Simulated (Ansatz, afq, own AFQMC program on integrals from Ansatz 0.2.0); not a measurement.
## Where AFQMC and coupled cluster stand for InBr₂Cl, singlet

```json
{"atom": "Cl", "x (Å)": "-1.9379", "y (Å)": "-0.9914", "z (Å)": "0.8743"}
{"atom": "In", "x (Å)": "-0.0150", "y (Å)": "-0.0077", "z (Å)": "0.0068"}
{"atom": "Br", "x (Å)": "2.1836", "y (Å)": "-0.7858", "z (Å)": "0.7771"}
{"atom": "Br", "x (Å)": "-0.2307", "y (Å)": "1.7850", "z (Å)": "-1.6582"}
```

Connectivity, by distances: Cl–In(–Br)–Br.

Basis def2-TZVP with its core potentials. Only valence electrons are correlated. Integrals, coupled cluster, full CI and functionals: Ansatz 0.2.0; the random walks run on the same integrals in our own AFQMC program. ph-AFQMC/CISD is guided by a CISD state made of CCSD amplitudes; releasing the constraint for a short imaginary time cuts its bias at the price of noise, slowly where states lie close. Error bars are statistical, one sigma. No spin–orbit coupling.

Determinant: RHF, the one that the program's search chose, which needn't be the lowest solution. The geometry is a PBE0/def2-SVP stationary point of this or a neighbouring charge and spin state.

No full CI on the walks' own integrals is used here. The released AFQMC energy serves as the reference, which it does only where one determinant dominates, the energy is flat over the last release times and near the phaseless one (40 meV or 2 meV an electron, half that with transition metals). On small molecules, where full CI could be run and the noise was under 10 meV, such values lay within 10 meV of it in 19 cases of 20, a flattering rate, since the rule was set on those same cases; what remains of the bias isn't in the error bar.

Cautions: no spin-orbit coupling; no relativity below Rb; inner d shell frozen; the released value is read at 0.90 1/Eh with a noise of 13 meV, more than in the cases checked (meV from the phaseless value at times in 1/Eh: -20 ± 11 at 0.21, -11 ± 9 at 0.42, -13 ± 12 at 0.63, -23 ± 13 at 0.90).

The T1 diagnostic is 0.0090, the weight of the determinant in the CISD state is 0.784 and the size of the correlated space is 24 electrons in 141 orbitals.

Question: Estimate: order these by the size of their error in total energy against AFQMC with the constraint released, smallest first.
A. phaseless AFQMC with a CISD trial
B. MP2
C. CCSD(T)
D. CCSD

Answer: A (0.83 ± 0.60 mEh), C (3.77 ± 0.49 mEh), D (29.24 ± 0.49 mEh), B (74.28 ± 0.49 mEh).

Reference: AFQMC with the constraint released, correlation energy -17.228 ± 0.013 eV.

Released energies are given only where the last usable release times agree within the noise; a slower fall can still hide under it.
